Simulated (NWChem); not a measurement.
# CH$_{3}$, doublet; SMILES [CH3]

```xyz
4

C      0.0000     0.0000     0.0000
H     -0.7709    -0.7709     0.0000
H     -0.2822     1.0531     0.0000
H      1.0531    -0.2822     0.0000
```
Atoms are numbered in this order, from 1.

In the optimisation the excess spin sits in a2" (D3h, its own frame). Geometry: optimised at PBE0/def2-SVP, spin-unrestricted. No stability test was run on the SCF state.

 States above −ε(HOMO) = 5.4 eV lie in this functional's continuum and hang on the basis.

Problem. List the 6 lowest vertical excitations from PBE/aug-cc-pVDZ, spin-unrestricted, TDA (NWChem).

Solution. 
```json
[
 {"state": "state 1", "energy (eV)": "4.91", "oscillator strength": "0.037", "<S²>": "0.75"},
 {"state": "state 2", "energy (eV)": "5.97", "oscillator strength": "0.000", "<S²>": "0.75"},
 {"state": "state 3", "energy (eV)": "5.97", "oscillator strength": "0.000", "<S²>": "0.75"},
 {"state": "state 4", "energy (eV)": "6.73", "oscillator strength": "0.000", "<S²>": "0.76"},
 {"state": "state 5", "energy (eV)": "6.73", "oscillator strength": "0.000", "<S²>": "0.76"},
 {"state": "state 6", "energy (eV)": "6.85", "oscillator strength": "0.000", "<S²>": "0.75"}
]
```
